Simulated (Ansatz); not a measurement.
# Mixing energy, order and entropy in Pd₂Au

The calculation used Ansatz, DFT r2SCAN, scalar-relativistic, plane waves, PAW.

Plane waves to 500 eV, a k mesh through Γ of 7×7×5 on the computed 12-atom cell and Gaussian smearing (0.10 eV); no spin polarisation.

Cells of 12 atoms on a fcc lattice, 4 Au, 8 Pd, each occupation relaxed without symmetry on a coarser mesh and computed once more. α is the first-shell Warren–Cowley parameter of unlike pairs (negative: unlike neighbours in excess, 0: random). ΔH counts from the elements in their standard crystals.

```csv
cell,α,ΔH (meV/atom),V (Å³/atom),rms shift from sites (Å)
1,0.00,-48,15.80,0.02
2,-0.25,-68,15.65,0.01
3,0.25,-28,15.82,0.03
```

Weigh the mixing energy against the ideal entropy.

Ideal mixing gives S = −k_B Σ x ln x = 0.637 k_B per atom (5.3 J/(mol K)), worth 55 meV/atom at 1000 K. The cell nearest to random, 1, has ΔH = -48 meV/atom. It is already below the pure elements, so the rivals are ordered compounds, not the elements: strong attraction usually means ordering on cooling. ΔH includes the cost of putting the elements on this lattice where they prefer another, and what the coarser relaxation leaves, which can only raise it; vibrational entropy is left out.

Does the alloy prefer like or unlike neighbours?

Across α from -0.25 to 0.25 the energy spans 40 meV/atom, a slope of 80 meV/atom per unit of α. Lower α is lower in energy: unlike neighbours are favoured, a tendency to order, which fits the negative ΔH. With 3 cells this is a hint: farther shells and local relaxation also differ between them.

The final mesh leaves forces up to 0.04 eV/Å and stresses up to 1.1 GPa.

Spin–orbit coupling is left out, which can shift energies with elements as heavy as these.

Cost: 6 runs of about 66 core-minutes in all (earlier runs that led there not counted), on Arm Neoverse V1 (shared hosts).